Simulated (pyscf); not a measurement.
Cl–SiH(Cl)–Cl + HCl → HCl + Cl–SiH(Cl)–Cl (four-centre exchange; singlet surface; Cl–Si, Cl–H broken, Cl–H, Cl–Si formed). Structures and frequencies: ωB97X-D3(BJ)/def2-SVP in PySCF. Energies in eV from the separated reactants.

```csv
level,barrier,reaction energy
PBE/def2-TZVP,1.33,0.00
r²SCAN/def2-TZVP,1.45,0.00
B3LYP-D3(BJ)/def2-TZVP,1.57,0.00
PBE0-D3(BJ)/def2-TZVP,1.45,0.00
ωB97M-D3(BJ)/def2-TZVP,1.67,0.00
HF/def2-TZVP,2.66,0.00
```

The functionals in the table span 0.34 eV in this barrier, from PBE to ωB97M-D3(BJ)/def2-TZVP. This is the saddle that the search found; another between the same sides may lie lower.
